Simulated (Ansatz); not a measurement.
`F[O+]F`, charge 1, multiplicity 2.

Question: Give a relaxed structure at PBE0-D4/def2-TZVP (the Gaussian-basis code of Ansatz). (Best estimate.)

Answer: Computed: 
Z-matrix (Å, degrees):
```
O
F 1 1.297
F 1 1.297 2 108.0
```
Point group C2v.
